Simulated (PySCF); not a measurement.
## Which proton of `BC` (CH5B) is most acidic?

Molecule: `BC` (CH5B). Atom numbers as in the mapped SMILES `[BH2:1][CH3:2]`.

These are calculated values, M06-2X/ma-def2-TZVP in PySCF (grid level 3) at geometries from PBE0-D3(BJ)/ma-def2-SVP. The prefix ma- adds one diffuse s and one diffuse p function on all atoms but H. Thermal corrections: PBE0-D3(BJ)/ma-def2-SVP frequencies, unscaled, ideal gas at 298.15 K and 1 bar, quasi-RRHO entropy.

```jsonl
{"site": "C2 (methyl carbon)", "product": "B[CH2-]", "ΔH(acid) / eV": "15.78", "ΔG(acid) / eV": "15.50", "gas share": "> 99.9 %"}
{"site": "B1 (boron)", "product": "[CH4B]-", "ΔH(acid) / eV": "18.11", "ΔG(acid) / eV": "17.78", "gas share": "< 0.1 %"}
```

ΔH and ΔG refer to AH → A⁻ + H⁺ in the gas phase. Shares are Boltzmann weights among the listed products; an error of 10 kJ/mol changes a ratio about 56-fold. Sites whose products fell apart, merged with another or lost in a GFN2-xTB screen aren't listed.

Of the listed sites C2 (methyl carbon) is favoured in the gas phase, 2.29 eV ahead of B1 in free energy.

Vertical detachment energies of the anions: `B[CH2-]` 1.87 eV, [CH4B]- 0.14 eV.

Known limits: [CH4B]- holds its electron weakly or not at all, so its value hangs on the basis.

Differences come from unrounded values, so a last digit can differ from that of the printed terms.
